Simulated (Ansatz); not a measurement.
We consider rutile MnF2, described by PBE0 (PAW; Ansatz, a program for electronic structure).

Numerical settings: plane-wave cutoff 500 eV, 6×6×8 k mesh (along the axes of the cell as run), Fermi–Dirac smearing 0.05 eV, magnetic order afm, spin-polarised with opposed moments, scalar-relativistic PAW data made under PBE.

Cell (relaxed with r²SCAN):

```cif
data_F4Mn2
_chemical_formula_sum 'Mn2 F4'
_space_group_name_H-M_alt 'P42/mnm'
_space_group_IT_number 136
_space_group_name_Hall '-P 4n 2n'
_cell_length_a 4.86749
_cell_length_b 4.86749
_cell_length_c 3.29403
_cell_angle_alpha 90.000
_cell_angle_beta 90.000
_cell_angle_gamma 90.000
loop_
_atom_site_label
_atom_site_type_symbol
_atom_site_symmetry_multiplicity
_atom_site_Wyckoff_symbol
_atom_site_fract_x
_atom_site_fract_y
_atom_site_fract_z
_atom_site_occupancy
Mn1 Mn 2 a 0.00000 0.00000 0.00000 1
F1 F 4 f 0.30378 0.30378 0.00000 1
```

Task: Estimate the magnetic moment (largest site, within a sphere) and band gap that the calculation returns.

Result: 
magnetic moment (largest site, within a sphere): 4.25 μB
band gap: 5.58 eV (on the SCF k mesh)

Measured, for comparison: band gap 9.9 eV (temperature not stated, no zero-point or thermal correction, the source doubts the polymorph; as tabulated in Das and Bazhirov (2019), arXiv:1808.05325). Computed (rounded) less measured: band gap not scored (a reference that its source doubts or gives as a wide range).

Note: exact exchange on metals is sensitive to the k mesh and can open a false gap; cell and atoms aren't relaxed at this level (largest force component 0.02 eV/Å, pressure 1.7 GPa).

Moments are spin moments.

Static lattice: no zero-point or thermal effects.

Computing time: very roughly 22 core-minutes.
